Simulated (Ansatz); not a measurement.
Basis-set extrapolation for C₃H₇FO₂, SMILES `COC(C)(O)F` (PBE0-D4/def2-TZVP geometry, frozen core, Ansatz 0.2.0). Multiplicity 1, RHF reference.

|  | def2-TZVPP | def2-QZVPP |
| --- | --- | --- |
| HF | -367.005744 | -367.022375 |
| MP2 correlation | -1.239457 | -1.335747 |
| CCSD(T) correlation | -1.318844 | not run |

Energies in hartree. Use E(X) = E(∞) + A·exp(−7.88·√X) for Hartree–Fock and E(X) = E(∞) + B·X^(−2.97) for correlation, with X = 3 and 4, and add CCSD(T) minus MP2 of the smaller set to the MP2 limit.

Problem. What is the CCSD(T) energy at the basis-set limit?

Solution. HF limit: -367.022375 + (-0.016631) × 0.13774 = -367.02467. MP2 limit: -1.335747 + (-0.096290) × 0.74074 = -1.40707. Higher-order term: -1.318844 − (-1.239457) = -0.07939. Total: -368.51113 hartree, 117.1 kcal/mol below CCSD(T)/def2-TZVPP.
